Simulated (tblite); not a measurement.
cyclopropane: calculation against experiment

**What was measured.**

CRC Handbook of Chemistry and Physics lists, for the gas at 298.15 K: standard entropy 237.5 J/(mol K).

How close the calculation comes is told at the end.

Species: cyclopropane, C₃H₆.
Atom-mapped SMILES: `[CH2:1]1[CH2:2][CH2:3]1` (hydrogens: H4, H5 on C1; H6, H7 on C2; H8, H9 on C3)

Cartesian coordinates in Å at the GFN2-xTB level; atoms count from 1:
```xyz
9
C3H6 angstrom
C     -0.7519   -0.4217    0.0161
C      0.7396   -0.4264    0.1355
C      0.0167    0.8501   -0.1595
H     -1.3378   -0.5461    0.9140
H     -1.1961   -0.8759   -0.8564
H      1.1753   -0.5541    1.1147
H      1.3146   -0.8820   -0.6560
H     -0.0436    1.5958    0.6183
H      0.0966    1.2663   -1.1520
```

GFN2-xTB wavenumbers (cm⁻¹, harmonic, unscaled, at the method's own geometry): 770, 770, 852, 980, 980, 1075, 1078, 1078, 1118, 1168, 1168, 1304, 1445, 1445, 1503, 3091, 3091, 3092, 3092, 3093, 3120. Point group D3h, symmetry number 6. Entropy at 298.15 K and 1 bar in J/(mol K): translation 155.5, rotation 75.6, vibration 5.3.

Results beside the measurements:

**Standard entropy at 298.15 K.** Measured: 237.5 J/(mol K) (298.15 K; CRC Handbook of Chemistry and Physics).

| level | computed (J/(mol K)) | computed − measured (J/(mol K)) | % (from the printed values) |
| --- | --- | --- | --- |
| GFN2-xTB, rigid rotor and harmonic oscillator | 236.4 | -1.1 | 0 |

Ideal gas at 1 bar, most abundant isotopes; table values of this kind come from calorimetry or from spectroscopic constants.

The geometry is computed, not the measured one. Where a level misses, the cause wasn't examined.
